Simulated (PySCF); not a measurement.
## Choosing a basis for TDDFT

C3H4.
SMILES: `C#CC`

TDDFT with PBE0 (PySCF), vertical singlets, core orbitals frozen in the response, spherical d and f functions. Isolated species at its PBE0-D3(BJ)/def2-SVP geometry, gas phase.

Problem. Compare 6-31G*, 6-31+G*, def2-SVP, def2-SVPD, aug-cc-pVDZ, def2-TZVP, def2-TZVPD and aug-cc-pVTZ for this molecule.

Solution. 

```
      basis  functions  diffuse  S1 (eV)  S2 (eV)  S3 (eV)  S4 (eV)  S5 (eV)  LUMO (eV)  α (au)
     6-31G*         50       no     6.77     7.11     7.11     9.36     9.36       1.86    27.0
    6-31+G*         62      yes     6.58     6.82     6.82     7.05     7.05       0.58    31.6
   def2-SVP         62       no     6.73     7.04     7.04     8.55     8.55       1.51    28.8
  def2-SVPD         92      yes     6.62     6.90     6.90     7.29     7.29       0.81    35.8
aug-cc-pVDZ        105      yes     6.51     6.62     6.63     6.74     6.74      -0.02    36.8
  def2-TZVP        117       no     6.61     6.87     6.87     7.87     7.87       1.22    33.7
 def2-TZVPD        147      yes     6.56     6.81     6.81     6.91     6.91       0.38    36.9
aug-cc-pVTZ        230      yes     6.50     6.63     6.63     6.72     6.72      -0.06    37.2
```

States are compared by their number. Against the largest diffuse basis here (aug-cc-pVTZ, itself not a converged limit), sets without diffuse functions differ by up to 0.27 eV in S1 and 2.63 eV in S5; the smaller diffuse sets differ by up to 0.12 and 0.57 eV. State by state, the largest deviation of a set without diffuse functions is S1 0.27, S2 0.48, S3 0.48, S4 2.63, S5 2.63 eV. The same number needn't mean the same state in each row. Against aug-cc-pVTZ the polarisability deviates by -28% in 6-31G*, -15% in 6-31+G*, -23% in def2-SVP, -4% in def2-SVPD, -1% in aug-cc-pVDZ, -10% in def2-TZVP, -1% in def2-TZVPD. A single + in a Pople set puts diffuse functions on heavy atoms only.
